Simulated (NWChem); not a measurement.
**One shape, several levels: C3H3NO (oxazole)**

We compute a comparison of 6 runs (CAM-B3LYP/def2-SVP, M06-L/def2-SVP, BHLYP/def2-SVP, M06-2X/def2-SVP, PBE0/def2-SVP, wB97X/def2-SVP) of C3H3NO (oxazole). 

Program for the calculation: NWChem 7.3.0.

1 further run of the same task is left out (set aside as unsound or not needed).

## (1) Starting point

C3H3NO: 8 atoms, total charge 0, spin state singlet. As SMILES, `c1cocn1`. The C1–H6 distance was set to 1.940 Å, away from the relaxed value. At this shape a bond of the SMILES string is far longer than usual.

Bond lengths: C1–C2 1.348 Å, C2–O3 1.358 Å, O3–C4 1.344 Å, C1–N5 1.382 Å, C4–N5 1.285 Å, C2–H7 1.076 Å, C4–H8 1.079 Å. Angles: C1–C2–O3 107.9°, C2–C1–N5 109.0°, C2–O3–C4 104.3°, O3–C4–N5 114.7°, C1–N5–C4 104.2°, C1–C2–H7 135.2°, O3–C2–H7 117.0°, O3–C4–H8 116.9°, N5–C4–H8 128.4°.

## (2) A single-point energy at CAM-B3LYP/def2-SVP (run 1)

The input, calc.nw:

```
start calc
title "C3H3NO CAM-B3LYP"
memory stack 880 mb heap 220 mb global 1100 mb

geometry units au noautosym nocenter noautoz
 C  -0.08008659  0.25808557  0.10870839
 C   1.93303865 -1.12765060 -0.61222213
 O   1.06414258 -3.37132243 -1.50738540
 C  -1.46015358 -3.20786112 -1.27230347
 N  -2.25742903 -1.11517841 -0.33121986
 H  -0.16308336  3.62997491  1.54617392
 H   3.94691978 -0.84627038 -0.62507227
 H  -2.55052556 -4.81809675 -1.88438576
end

basis spherical bse
 * library def2-SVP
end

dft
 xc xcamb88 1.00 lyp 0.81 vwn_5 0.19 hfexch 1.00
 cam 0.33 cam_alpha 0.19 cam_beta 0.46
 grid xfine
 convergence energy 1e-08
 direct
 iterations 100
 mulliken
 print low
end

task dft energy
```

The run is started by

```
nwchem calc.nw > calc.out
```

The program printed:

```text
[...]
 d= 0,ls=0.0,diis     1   -245.5493796953 -4.07D+02  1.05D-02  6.53D-01     2.8
[...]
 d= 0,ls=0.0,diis    11   -245.6372897822 -4.17D-09  3.79D-07  8.26D-10    29.5
         Total DFT energy =     -245.637289782214
      One electron energy =     -652.235722209525
           Coulomb energy =      277.627404599878
    Exchange-Corr. energy =      -32.558950196226
 Nuclear repulsion energy =      161.529978023660
[...]
      Total Density - Mulliken Population Analysis
     ---------------------------------------------
    Atom       Charge   Shell Charges
 -----------   ------   -------------------------------------------------------
    1 C    6     6.06   1.99  0.91  0.31  1.95  0.84  0.05
    2 C    6     5.91   1.99  0.90  0.25  2.08  0.63  0.06
    3 O    8     8.19   1.99  1.10  0.62  2.88  1.57  0.02
    4 C    6     5.85   1.99  0.92  0.20  2.06  0.60  0.09
    5 N    7     7.12   1.99  1.04  0.46  2.38  1.22  0.03
    6 H    1     0.94   0.48  0.46  0.00
    7 H    1     0.97   0.74  0.20  0.02
    8 H    1     0.96   0.74  0.20  0.02
[...]
```

Run time: 30 s. Hardware: 1 thread of AMD EPYC 9R45 (Zen 5), shared host; peak memory 0.14 GiB.

## (3) A single-point energy at M06-L/def2-SVP (run 2)

The input, nw.nw:

```
start nw
memory 2200 mb
geometry units angstroms noautosym nocenter noautoz
  C       -0.042380       0.136573       0.057526
  C        1.022920      -0.596727      -0.323974
  O        0.563120      -1.784027      -0.797674
  C       -0.772680      -1.697527      -0.673274
  N       -1.194580      -0.590127      -0.175274
  H       -0.086300       1.920900       0.818200
  H        2.088620      -0.447827      -0.330774
  H       -1.349680      -2.549627      -0.997174
end
basis spherical bse
  C library def2-SVP
  O library def2-SVP
  N library def2-SVP
  H library def2-SVP
end
dft
  xc m06-l
  grid xfine
  convergence energy 1e-08
  maxiter 100
  mulliken
  print low
end
task dft energy
```

The run is started by

```
nwchem nw.nw > nw.out
```

The program printed:

```text
[...]
 d= 0,ls=0.0,diis     1   -245.6431959375 -4.07D+02  1.46D-02  5.76D-01     2.0
[...]
 d= 0,ls=0.0,diis    14   -245.7224542355 -1.01D-09  2.24D-07  3.21D-10    25.5
         Total DFT energy =     -245.722454235514
      One electron energy =     -652.197432624563
           Coulomb energy =      277.606633113019
    Exchange-Corr. energy =      -32.661644490432
 Nuclear repulsion energy =      161.529989766462
[...]
      Total Density - Mulliken Population Analysis
     ---------------------------------------------
    Atom       Charge   Shell Charges
 -----------   ------   -------------------------------------------------------
    1 C    6     6.03   1.99  0.94  0.30  1.92  0.82  0.05
    2 C    6     5.91   1.99  0.92  0.26  2.05  0.63  0.06
    3 O    8     8.27   1.99  1.13  0.65  2.84  1.63  0.02
    4 C    6     5.78   1.99  0.93  0.18  2.04  0.55  0.09
    5 N    7     7.24   1.99  1.06  0.53  2.34  1.29  0.03
    6 H    1     0.94   0.50  0.43  0.00
    7 H    1     0.92   0.76  0.14  0.03
    8 H    1     0.92   0.76  0.13  0.02
[...]
```

Run time: 26 s. Hardware: 1 thread of AMD EPYC 9R45 (Zen 5), shared host; peak memory 0.14 GiB.

Runs 3 to 5 aren't shown in full; the table further down has their settings and results.

## (4) A single-point energy at wB97X/def2-SVP (run 6)

The input, c3h3no.xyz:

```xyz
8

C     -0.042380     0.136573     0.057526
C      1.022920    -0.596727    -0.323974
O      0.563120    -1.784027    -0.797674
C     -0.772680    -1.697527    -0.673274
N     -1.194580    -0.590127    -0.175274
H     -0.086300     1.920900     0.818200
H      2.088620    -0.447827    -0.330774
H     -1.349680    -2.549627    -0.997174
```

The input, c3h3no.nw:

```
START c3h3no
memory stack 880 mb heap 220 mb global 1100 mb
charge 0

GEOMETRY noautosym nocenter noautoz
   load format xyz c3h3no.xyz
END

BASIS spherical bse
   C library def2-SVP
   O library def2-SVP
   N library def2-SVP
   H library def2-SVP
END

DFT
   xc wb97x
   grid xfine
   convergence energy 1e-08
   iterations 100
   mulliken
END

TASK dft
```

The run is started by

```
nwchem c3h3no.nw > c3h3no.out
```

The program printed:

```text
[...]
          Wavefunction type:  closed shell.
          No. of atoms     :     8
          No. of electrons :    36
[...]
          Charge           :     0
          Spin multiplicity:     1
[...]
          AO basis - number of functions:    85
[...]
              XC Information
              --------------
                       wb97x  Method XC Functional
                     Hartree-Fock (Exact) Exchange  1.000
                         wb97x Exchange Functional  1.000
                      wb97x Correlation Functional  1.000
[...]
 d= 0,ls=0.0,diis     1   -245.5991436257 -4.07D+02  9.07D-03  5.90D-01     3.4
[...]
 d= 0,ls=0.0,diis    11   -245.6819575700 -2.92D-09  4.01D-07  1.31D-09    36.6
         Total DFT energy =     -245.681957569952
      One electron energy =     -652.134785054647
           Coulomb energy =      277.518615975717
    Exchange-Corr. energy =      -32.595778257484
 Nuclear repulsion energy =      161.529989766462
[...]
      Total Density - Mulliken Population Analysis
     ---------------------------------------------
    Atom       Charge   Shell Charges
 -----------   ------   -------------------------------------------------------
    1 C    6     6.06   1.99  0.90  0.31  1.94  0.87  0.05
    2 C    6     5.92   1.99  0.90  0.26  2.06  0.65  0.06
    3 O    8     8.21   1.99  1.10  0.63  2.87  1.60  0.02
    4 C    6     5.84   1.99  0.92  0.20  2.04  0.60  0.09
    5 N    7     7.16   1.99  1.03  0.48  2.36  1.26  0.03
    6 H    1     0.93   0.48  0.44  0.00
    7 H    1     0.94   0.74  0.18  0.02
    8 H    1     0.94   0.75  0.17  0.02
[...]
```

Wall time 37 s (1 thread of AMD EPYC 9R45 (Zen 5), shared host); peak memory 0.14 GiB.

## (5) Overview of the runs

| run | level | energy (Eh) | wall time |
| --- | --- | --- | --- |
| 1 | CAM-B3LYP/def2-SVP | -245.637290 | 30 s |
| 2 | M06-L/def2-SVP | -245.722454 | 26 s |
| 3 | BHLYP/def2-SVP | -245.595693 | 16 s |
| 4 | M06-2X/def2-SVP | -245.646803 | 21 s |
| 5 | PBE0/def2-SVP | -245.476104 | 16 s |
| 6 | wB97X/def2-SVP | -245.681958 | 37 s |

## (6) Summary of results

| quantity | value |
| --- | --- |
| run 6: total energy | -245.68196 Eh |
| run 6: dipole moment | 1.62 D |
| run 6: HOMO energy | -9.89 eV |
| run 6: LUMO energy | 0.03 eV |
| run 6: HOMO–LUMO gap | 9.92 eV |

**Reading.** Over runs 3, 4, 5, 6 the dipole moment (its size) runs from 1.54 D (M06-2X/def2-SVP) to 1.62 D (wB97X/def2-SVP). Over runs 4, 5, 6 the HOMO–LUMO gap runs from 5.34 eV (PBE0/def2-SVP) to 9.92 eV (wB97X/def2-SVP). Totals of different functionals can't be ranked against each other. In runs 1, 2, 3, 4, 5, 6 a closed-shell determinant meets a far-stretched bond, which it describes badly. All runs together took 2.4 min, the longest 37 s.
